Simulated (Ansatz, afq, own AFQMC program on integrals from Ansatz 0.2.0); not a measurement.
## Where AFQMC and coupled cluster stand for AlN, triplet

```xyz
2

Al    0.0000    0.0000    0.0000
N     0.0000    0.0000    2.5270
```

Basis 6-31G. Noble-gas cores (and the filled d shells of Ga–Kr and In–Xe) are frozen. Integrals, coupled cluster, full CI and functionals: Ansatz 0.2.0; the random walks run on the same integrals in our own AFQMC program. ph-AFQMC/CISD is guided by a CISD state made of CCSD amplitudes; releasing the constraint for a short imaginary time cuts its bias at the price of noise, slowly where states lie close. Error bars are statistical, one sigma.

Determinant: ROHF, the one that the program's search chose, which needn't be the lowest solution. The geometry is a point of a scan.

Full CI on the same integrals is exact in this basis and with this determinant's frozen core.

Cautions: lower spins were not checked; a spin-contaminated unrestricted determinant lies lower (UHF 526 meV lower, ⟨S²⟩ 2.50); raised T1 diagnostic (T1 0.049, weight of the determinant 0.86, largest double 0.13); the released energies are still falling, so no released level is given (meV from the phaseless value at times in 1/Eh: -5 ± 3 at 0.24, -13 ± 3 at 0.51, -13 ± 3 at 0.99, -17 ± 3 at 1.62, -23 ± 8 at 2.40); the ph-AFQMC/CISD walk drifts between its halves (2.8 errors).

```
T1 diagnostic                               : 0.0492
weight of the determinant in the CISD state : 0.858
size of the correlated space                : 8 electrons in 16 orbitals
```

Reference: full CI, correlation energy -3.302 eV.

| level | E − E(reference) (mEh) | share of correlation (%) |
| --- | --- | --- |
| HF | 121.36 | 0.00 |
| MP2 | 33.22 | 72.63 |
| CCSD | 3.82 | 96.85 |
| CCSD(T) | 1.25 | 98.97 |
| CCSDT | 0.39 | 99.67 |
| CCSDT(Q) | 0.04 | 99.97 |
| CCSDTQ | 0.01 | 99.99 |
| ph-AFQMC/HF | 5.42 ± 1.19 | 95.54 |
| ph-AFQMC/CISD | 0.96 ± 0.12 | 99.21 |

CCSDT and higher add their correlation energy to the determinant of the CCSD(T) run, since their own runs factorise the integrals more tightly (a shift of under 2 meV). A walk keeps the symmetry of its determinant, which the program's search chose and which needn't be the lowest solution, so a lower state of the same spin and another symmetry isn't excluded.
